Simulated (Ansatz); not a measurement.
# CB2: the cost of one run

Program: Ansatz 0.2.0, Gaussian basis. Level of theory: def2-QZVPP, core rule «outside noble gas», up to 3 orbitals frozen. These are calculated values, not measurements.

The runs, in order: UHF; ROHF; CCSD(T) on UHF.

2 further runs of the same task are left out: 2 set aside as unsound or not needed.

**1. The system**

The geometry is a PBE0/def2-TZVP stationary point (not a proven minimum) of the parent state, kept for this charge and spin.

3 atoms, charge 0, spin multiplicity 3.

Atoms are counted from 1 here; the program's logs count them from 0.

Bond lengths: B1–C2 1.379 Å, C2–B3 1.379 Å. Angles: B1–C2–B3 180.0°.

**2. UHF**

Input file in.yaml:

```yaml
crystal:
  periodic: [false, false, false]
  atoms:
    - {symbol: B, position_ang: [0.000000, 0.000000, -1.379500]}
    - {symbol: C, position_ang: [0.000000, 0.000000, 0.000000]}
    - {symbol: B, position_ang: [0.000000, 0.000000, 1.379500]}
basis:
  gaussian: {orbitals: "def2-QZVPP.json"}
magnetization: {spin_polarized: true, initial_magnetization: 2}
hamiltonian: {xc: hf}
output: {orbitals: {seedname: orbitals}}
```

Run with:

```bash
ansatz run in.yaml --threads 1 --pin off --events-out ev --progress --plain --max-ram 2393MiB
```

Q: Estimate wall time and peak memory on 1 thread of Arm Neoverse V1, shared host.

About 6.5 s, with a peak of 0.29 GiB.
